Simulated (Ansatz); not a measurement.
Cubic perovskite KTaO₃, treated with PBE0 (Ansatz, a program for electronic structure, PAW).

Numerical settings: plane-wave cutoff 520 eV, 6×6×6 k mesh, scalar-relativistic PAW data made under PBE.

Computed at the level's own relaxed cell.

Elastic tensor (GPa, Voigt notation, ions relaxed):

```
  467.2    85.4    85.4     0.0     0.0     0.0
   85.4   467.2    85.4     0.0     0.0     0.0
   85.4    85.4   467.2     0.0     0.0     0.0
    0.0     0.0     0.0   109.6     0.0     0.0
    0.0     0.0     0.0     0.0   109.6     0.0
    0.0     0.0     0.0     0.0     0.0   109.6
```

Worked from these constants: the tetragonal shear constant is C′ = (C11 − C12)/2 = 190.9 GPa against C44 = 109.6 GPa, so the C44 shear is the softer. The Zener ratio C44/C′ is 0.57 (1 for an isotropic solid), and the Cauchy pressure C12 − C44 is -24.2 GPa. With C11 + 2C12 = 638.0 GPa all three Born conditions hold; they don't test modes at the zone boundary.

Measured, for comparison: elastic constant C11 431 GPa, elastic constant C12 103 GPa, elastic constant C44 109 GPa (temperature not stated, no zero-point or thermal correction; as tabulated in arXiv:2111.11352). Computed (rounded) less measured: elastic constant C11 +8 %, elastic constant C12 -17 %, elastic constant C44 +0.9 %. A static lattice is as a rule a little smaller and stiffer than an uncorrected measurement, which can account for part of this.

Spin–orbit coupling is not included.
